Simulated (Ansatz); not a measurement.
BCl₃, SMILES ClB(Cl)Cl.

Geometry: PBE0-D3(BJ)/def2-SVP. The isomer is the one that the SMILES or the coordinates give; other isomers of the formula were not compared.

Two levels are set side by side: PBE/def2-SVPD (Ansatz, a first-principles code) and CAM-B3LYP/def2-SVPD (Ansatz). Energy differences of separate SCF runs at the same geometry; the states with an electron removed or added have multiplicity 2 and 2. Differences are taken from unrounded values.

| quantity | CAM-B3LYP |
|---|---|
| vertical ionisation energy (eV) | 11.67 |
| vertical singlet–triplet gap (eV) | 5.75 |

### Question
What does PBE give, and how far is it from CAM-B3LYP? (The exact figures need the calculation; the answer reports its results.)

### Answer

```json
[
 {"quantity": "vertical ionisation energy (eV)", "PBE": "10.88", "PBE minus CAM-B3LYP": "-0.79"},
 {"quantity": "vertical singlet–triplet gap (eV)", "PBE": "5.05", "PBE minus CAM-B3LYP": "-0.69"}
]
```
